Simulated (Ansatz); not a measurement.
Born–Oppenheimer molecular dynamics of H₆Si₂ (8 atoms, charge 0, multiplicity 1). It starts from a relaxed structure.

The calculation used RKS PBE-D4/6-31G* (Ansatz 0.2.0).

```json
{
 "ensemble": "NVT, Nosé–Hoover chain",
 "time step": "0.5 fs",
 "steps asked": "250",
 "set temperature": "1000 K",
 "thermostat": "time constant 20 fs, chain length 5",
 "seed": "791672"
}
```

Frames 10 fs apart, positions in Å, forces in eV/Å.

Velocities at 5 fs (Å/ps):

```
Si -0.68 -2.97 -1.15
H -8.57 29.88 -2.58
Si 3.06 -1.07 0.32
H -11.92 3.81 -0.47
H -10.57 25.16 17.09
H -26.46 24.95 -20.03
H 25.28 12.61 15.60
H -34.10 16.33 13.67
```

```xyz
8
Properties=species:S:1:pos:R:3:forces:R:3 time_fs=5 energy_less_start_eV=0.408 T=481
Si -0.062 -0.016 0.011 -0.15 0.46 1.37
H -0.169 -0.193 1.569 0.21 -0.28 -0.97
Si 2.168 -0.006 -0.757 0.00 0.46 -0.68
H 2.724 -1.476 -0.584 -0.02 1.28 -0.23
H 2.148 0.581 -2.230 0.05 -0.89 0.89
H 2.880 1.210 -0.084 -0.18 -1.06 0.00
H -0.546 1.404 -0.041 -0.08 0.07 -0.36
H -1.068 -0.907 -0.662 0.17 -0.04 -0.04
8
Properties=species:S:1:pos:R:3:forces:R:3 time_fs=15 energy_less_start_eV=0.336 T=659
Si -0.073 -0.030 0.011 0.28 1.02 0.26
H -0.169 -0.125 1.487 0.11 -0.40 0.40
Si 2.182 -0.004 -0.758 -1.35 -0.20 -0.02
H 2.860 -1.323 -0.645 0.39 0.03 0.00
H 2.059 0.518 -2.133 0.15 -0.18 -0.59
H 2.717 1.176 -0.054 0.46 0.05 0.52
H -0.318 1.459 -0.101 -0.18 -0.08 -0.27
H -1.268 -0.732 -0.544 0.15 -0.24 -0.30
8
Properties=species:S:1:pos:R:3:forces:R:3 time_fs=25 energy_less_start_eV=0.580 T=666
Si -0.079 -0.015 0.027 0.30 0.11 -0.96
H -0.064 -0.363 1.465 -0.17 0.27 0.42
Si 2.162 -0.002 -0.764 -0.04 -0.68 0.35
H 3.234 -1.029 -0.722 -0.15 -0.77 0.18
H 2.106 0.213 -2.235 0.05 0.76 -0.17
H 2.796 0.920 0.248 -0.18 0.59 -0.47
H -0.222 1.442 -0.405 -0.24 -0.17 0.61
H -1.260 -0.703 -0.634 0.44 -0.10 0.03
8
Properties=species:S:1:pos:R:3:forces:R:3 time_fs=35 energy_less_start_eV=0.647 T=760
Si -0.071 0.005 0.030 0.54 -0.99 0.50
H -0.067 -0.425 1.547 -0.19 0.50 -1.08
Si 2.140 -0.025 -0.766 2.28 0.41 -0.47
H 3.384 -1.062 -0.674 -1.58 0.45 0.04
H 2.244 0.405 -2.324 -0.24 -0.15 1.50
H 2.754 1.056 0.222 -0.43 -0.41 -0.93
H -0.363 1.428 -0.291 -0.23 0.24 0.29
H -0.973 -0.854 -0.800 -0.15 -0.06 0.15
8
Properties=species:S:1:pos:R:3:forces:R:3 time_fs=45 energy_less_start_eV=0.868 T=614
Si -0.047 0.009 0.022 -0.07 0.25 -0.46
H -0.229 -0.272 1.443 0.18 -0.66 0.77
Si 2.153 -0.035 -0.769 -1.53 0.80 1.12
H 2.800 -1.303 -0.533 0.80 -0.70 0.01
H 2.211 0.685 -1.987 -0.08 -0.18 -2.31
H 2.582 1.225 -0.204 1.10 0.53 1.48
H -0.667 1.393 0.094 0.11 -0.16 -0.67
H -0.750 -1.014 -0.814 -0.51 0.11 0.06
8
Properties=species:S:1:pos:R:3:forces:R:3 time_fs=55 energy_less_start_eV=0.349 T=1422
Si -0.030 0.012 0.014 -1.54 -0.23 0.47
H -0.177 -0.476 1.443 0.35 0.08 -0.11
Si 2.149 -0.003 -0.758 0.11 1.25 -0.68
H 2.469 -1.461 -0.498 0.44 0.35 -0.14
H 2.094 0.379 -2.308 0.24 -0.47 1.28
H 2.978 1.118 0.000 -0.41 -1.13 -0.58
H -0.922 1.250 0.012 0.49 -0.10 -0.20
H -0.856 -1.041 -0.723 0.33 0.24 -0.05
8
Properties=species:S:1:pos:R:3:forces:R:3 time_fs=65 energy_less_start_eV=1.037 T=633
Si -0.049 0.007 0.021 0.40 -1.03 0.80
H 0.164 -0.684 1.423 -0.52 0.94 -0.70
Si 2.137 0.061 -0.757 0.70 -3.05 -0.57
H 2.449 -1.510 -0.509 -0.54 1.02 0.14
H 2.165 -0.297 -2.267 0.31 1.07 0.49
H 3.390 0.406 0.037 -0.40 0.71 -0.46
H -0.885 1.193 -0.231 -0.15 0.64 0.55
H -0.829 -1.001 -0.756 0.21 -0.29 -0.24
8
Properties=species:S:1:pos:R:3:forces:R:3 time_fs=75 energy_less_start_eV=0.948 T=879
Si -0.070 -0.011 0.028 0.58 1.68 -1.31
H 0.151 -0.390 1.394 -0.12 -0.54 1.17
Si 2.143 0.056 -0.765 -0.39 -0.16 0.51
H 2.166 -1.323 -0.339 0.08 -1.61 0.26
H 2.446 -0.122 -2.151 -0.17 0.12 -1.59
H 3.481 0.321 -0.251 0.49 1.01 0.77
H -0.775 1.337 -0.024 -0.18 -0.52 -0.02
H -0.575 -1.066 -0.907 -0.28 0.03 0.19
8
Properties=species:S:1:pos:R:3:forces:R:3 time_fs=85 energy_less_start_eV=1.084 T=988
Si -0.070 0.007 0.026 0.19 0.98 0.53
H -0.078 -0.297 1.531 0.30 -0.54 -0.59
Si 2.164 0.008 -0.776 0.51 0.34 -0.02
H 1.973 -1.505 -0.217 1.16 1.00 -0.87
H 2.456 0.317 -2.334 -0.59 -0.79 1.29
H 3.355 0.919 -0.190 -1.14 -1.06 -0.04
H -0.907 1.268 0.199 -0.07 -0.27 -0.75
H -0.523 -1.118 -0.898 -0.36 0.34 0.44
8
Properties=species:S:1:pos:R:3:forces:R:3 time_fs=95 energy_less_start_eV=0.738 T=1834
Si -0.058 0.060 0.034 -0.47 -2.46 0.81
H -0.150 -0.678 1.441 0.21 1.02 -0.72
Si 2.188 -0.036 -0.777 -1.49 -0.05 -0.05
H 2.747 -1.458 -0.633 -0.10 0.74 0.13
H 2.009 0.343 -2.223 0.43 0.04 0.09
H 2.628 1.077 0.095 0.99 0.08 -0.04
H -1.135 1.067 -0.123 0.30 0.82 0.17
H -0.835 -1.030 -0.653 0.13 -0.20 -0.38
8
Properties=species:S:1:pos:R:3:forces:R:3 time_fs=105 energy_less_start_eV=0.997 T=1449
Si -0.068 0.057 0.042 -0.80 -1.04 -2.30
H -0.070 -0.503 1.341 -0.16 0.05 2.00
Si 2.176 -0.066 -0.771 -0.53 0.63 0.75
H 3.369 -0.968 -0.906 -0.43 -0.54 0.41
H 1.923 0.362 -2.128 0.14 0.70 -1.07
H 2.567 1.024 0.179 0.55 0.35 -0.28
H -0.911 1.293 -0.367 0.94 -0.18 0.61
H -1.001 -0.962 -0.601 0.29 0.01 -0.13
8
Properties=species:S:1:pos:R:3:forces:R:3 time_fs=115 energy_less_start_eV=1.215 T=821
Si -0.090 0.008 0.031 1.16 0.45 1.54
H -0.104 0.053 1.631 -0.20 -0.55 -1.38
Si 2.147 -0.067 -0.763 2.52 2.09 -1.20
H 3.602 -0.777 -0.890 -1.77 -0.34 0.15
H 2.059 0.687 -2.209 -0.12 -0.93 1.21
H 2.887 1.130 -0.026 -0.95 -0.58 -0.15
H -0.122 1.512 -0.209 -0.49 -0.45 -0.39
H -1.000 -0.947 -0.694 -0.13 0.31 0.22
```

Of the whole run (125 fs, mean temperature of the second half 1112 K): The conserved energy stayed within 0.64 meV per atom of its start (net change 0.24 meV per atom), so the integration is sound. The mean temperature of the second half is 11 % above the set value. A run of 0.12 ps of so small a system gives no equilibrium averages.

The run took 2.6 min on 1 thread of AMD EPYC 9R45 96-Core Processor (Zen 5), with other jobs on the host, peak memory 0.11 GiB.
